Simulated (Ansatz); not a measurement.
# C2H4F2O: a ladder of functionals and wavefunction methods

The task here is to estimate one member of a computed series from the others.

Program: Ansatz 0.2.0, Gaussian basis. Level of theory: functionals in def2-TZVPP, the program's frozen cores in correlated methods. These are calculated values, not measurements.

Levels to be run: LDA (SPW92), PBE-D4, revPBE-D4, BLYP-D4, r2SCAN-D4, B97M-V, PBE0-D4, B3LYP-D4, r2SCANh-D4, r2SCAN0-D4, HSE06-D4, BHLYP-D4, CAM-B3LYP-D4, LC-ωPBE, ωB97X-V, ωB97M-V, B2PLYP, PBE-QIDH; CCSD(T)/def2-SVP; CCSD(T)/def2-TZVPP; MP2/def2-QZVPP; extrapolation to the limit; RPA on PBE.

### Structure used throughout

All runs share one geometry, relaxed beforehand with PBE0-D4 in a triple-zeta def2 set.

SMILES `OC(F)CF`, 9 atoms, charge 0, spin multiplicity 1.

Atoms are counted from 1 here; the program's logs count them from 0.

Bond lengths: O1–C2 1.366 Å, O1–H6 0.965 Å, C2–F3 1.385 Å, C2–C4 1.513 Å, C2–H7 1.094 Å, C4–F5 1.382 Å, C4–H8 1.093 Å, C4–H9 1.092 Å. Angles: C2–O1–H6 108.0°, O1–C2–F3 110.3°, O1–C2–C4 112.6°, O1–C2–H7 107.9°, F3–C2–C4 108.2°, F3–C2–H7 107.0°, C4–C2–H7 110.7°, C2–C4–F5 108.9°, C2–C4–H8 109.8°, C2–C4–H9 110.7°, F5–C4–H8 108.2°, F5–C4–H9 108.7°, H8–C4–H9 110.4°.

The first run:

Input file in.yaml:

```yaml
crystal:
  periodic: [false, false, false]
  atoms:
    - {symbol: O, position_ang: [0.966820, 1.065548, -0.641672]}
    - {symbol: C, position_ang: [0.688260, -0.156278, -0.097355]}
    - {symbol: F, position_ang: [0.780523, -1.144532, -1.062710]}
    - {symbol: C, position_ang: [-0.694070, -0.220020, 0.513198]}
    - {symbol: F, position_ang: [-1.606400, 0.297824, -0.386607]}
    - {symbol: H, position_ang: [0.198182, 1.345648, -1.154060]}
    - {symbol: H, position_ang: [1.452968, -0.370657, 0.655009]}
    - {symbol: H, position_ang: [-0.727048, 0.388342, 1.420766]}
    - {symbol: H, position_ang: [-0.970835, -1.252175, 0.736329]}
basis:
  gaussian: {orbitals: def2-TZVPP}
hamiltonian: {xc: lda}
output: {orbitals: {seedname: orbitals}}
```

Run with:

```bash
$ ansatz run in.yaml --threads 2 --pin off --events-out ev --progress --plain --max-ram 4352MiB
```

Steps of the session up to this table: LDA; PBE-D4 (GGA); revPBE-D4 (GGA); BLYP-D4 (GGA); r2SCAN-D4 (meta-GGA); B97M-V (meta-GGA); PBE0-D4 (hybrid); B3LYP-D4 (hybrid); r2SCANh-D4 (hybrid); r2SCAN0-D4 (hybrid); HSE06-D4 (hybrid); BHLYP-D4 (hybrid); CAM-B3LYP-D4 (range-separated); LC-ωPBE (range-separated); ωB97X-V (range-separated); ωB97M-V (range-separated); B2PLYP (double hybrid); PBE-QIDH (double hybrid).

One of the session's tables, all rows but one given; the rest of the session is left out.

It belongs to the step «Frontier levels by functional». 

```
  functional  HOMO (eV)  LUMO (eV)  gap (eV)
 LDA (SPW92)      -7.65      -0.22      7.43
      PBE-D4      -7.46       0.03      7.50
   revPBE-D4      -7.38       0.15      7.54
     BLYP-D4      -7.40       0.04      7.44
   r2SCAN-D4      -7.84       0.62      8.46
      B97M-V          ?          ?         ?
     PBE0-D4      -9.20       1.06     10.25
    B3LYP-D4      -8.97       0.67      9.64
  r2SCANh-D4      -8.49       0.96      9.45
  r2SCAN0-D4      -9.47       1.45     10.91
    HSE06-D4      -8.79       0.68      9.46
    BHLYP-D4     -10.92       1.82     12.73
CAM-B3LYP-D4     -10.74       1.90     12.65
     LC-ωPBE     -12.05       3.32     15.37
     ωB97X-V     -11.72       3.12     14.84
     ωB97M-V     -11.65       2.70     14.35
```

Estimate the missing values for B97M-V.

The run gave: HOMO (eV): -8.00; LUMO (eV): 0.36; gap (eV): 8.37. In the column «HOMO (eV)» it lies between r2SCANh-D4 (-8.49) and r2SCAN-D4 (-7.84).
